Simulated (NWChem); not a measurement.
System: tetrafluoroethylene (C$_{2}$F$_{4}$); SMILES FC(F)=C(F)F

NWChem input:

```
start job
memory heap 200 mb stack 900 mb global 1100 mb
geometry units angstroms noautoz
  F      1.095496    -1.380695     0.000000
  C      0.000000    -0.664676     0.000000
  F     -1.095496    -1.380695     0.000000
  C      0.000000     0.664676     0.000000
  F     -1.095496     1.380695     0.000000
  F      1.095496     1.380695     0.000000
end
basis spherical
  * library def2-svpd
end
dft
  xc b3lyp
  iterations 150
  mulliken
end
task dft energy
```

Coordinates come from a PBE0/def2-SVP optimisation.

Give the results of this calculation. (B3LYP/def2-SVPD.) Quantities: basis functions; energy (Ha); highest occupied level (eV); orbital gap (eV).

The number of basis functions comes out as 132 and the energy (Ha) is -475.19. The highest occupied level (eV) is -7.50 and the orbital gap (eV) is 7.52.
